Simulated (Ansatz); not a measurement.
## SiBr, quartet: the ladder up to UCCSDT(Q)

Geometry: that of the SiBr, doublet, kept fixed. The doublet lies 2.7 eV lower here.

```xyz
2

Si    0.0000    0.0000    0.0000
Br    0.0000    0.0000    2.2315
```

Basis cc-pVDZ; Ansatz 0.2.0. Correlated methods freeze the noble-gas cores and the filled d shells of p-block atoms, which leaves 11 electrons in 26 orbitals. R marks a restricted (for open shells ROHF) determinant, U an unrestricted one. Active spaces: valence = (11e, 8o) chosen from the atoms' valence shells. No spin–orbit coupling is included, and no scalar relativity.

Full CI isn't at hand for all of this; UCCSDT(Q) serves as the reference, and is uncertain by about the last step of the cluster series. The frozen core follows each run's orbitals, which can shift R against U totals by a few meV for light atoms and by up to 0.1 eV past Ca.

- UHF ⟨S²⟩: 3.755
- T1 diagnostic (RCCSD): 0.0278
- largest doubles amplitude (RCCSD): 0.059
- T1 diagnostic (UCCSD): 0.0231

```tsv
level	E − E(UCCSDT(Q)) (kJ/mol)	wall time
UHF	465.7	–
UMP2	68.6	–
UCCSD	14.5	–
UCCSD(T)	3.0	4.1 s
UCCSDT	1.1	–
```

Run but not shown, since their state, orbitals or frozen core can't be matched to the reference's or they repeat it: RHF, RMP2, CISD, RCCSD, RCCSD(T), BCCD(T), RCCSDT, RCCSDT(Q), CASSCF (valence space), NEVPT2 (valence space), MRCISD (valence space), MRCISD+Q (valence space).

Times hold each run's SCF and search for its determinant on a shared host, so for small cases they say little of a method's own cost; they ran on 1 thread of Arm Neoverse V1. Some runs computed forces too.

Natural occupations of CASSCF (valence space) about the gap: 1.997 1.976 1.002 1.002 1.002 0.024; effectively unpaired electrons, Σ n²(2−n)², 3.00.
